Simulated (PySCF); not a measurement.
dimethyl sulfide cation (C2H6S), SMILES CSC (connectivity only; charge and spin as stated), charge +1, multiplicity 2.

Coordinates come from a ωB97X-D3(BJ)/def2-TZVP optimisation. The multiplicity is an assumed one; other spin states were not compared.

Calculation: TDA-PBE/def2-SVPD (PySCF 2.14.0).

Vertical excitations. Gas-phase values at a fixed geometry.

```
state    energy (eV)  λ (nm)      f                              main pairs
-------  -----------  ------  -----  --------------------------------------
root 1          2.57     482  0.000                       β HOMO→LUMO 100 %
root 2          3.64     341  0.000                     β HOMO−1→LUMO 100 %
root 3          4.60     269  0.050                      β HOMO−2→LUMO 98 %
root 4          5.26     236  0.000                      β HOMO−3→LUMO 99 %
root 5          5.41     229  0.002                     β HOMO−5→LUMO 100 %
root 6          5.65     219  0.038                      β HOMO−4→LUMO 97 %
root 7          7.15     173  0.000                        α HOMO→LUMO 99 %
root 8          7.79     159  0.000   α HOMO→LUMO+1 92 %, β HOMO−6→LUMO 7 %
root 9          7.82     159  0.000  α HOMO−1→LUMO 43 %, β HOMO→LUMO+1 55 %
root 10         8.25     150  0.000                     α HOMO→LUMO+2 100 %
```
Unrestricted roots are not spin-pure.
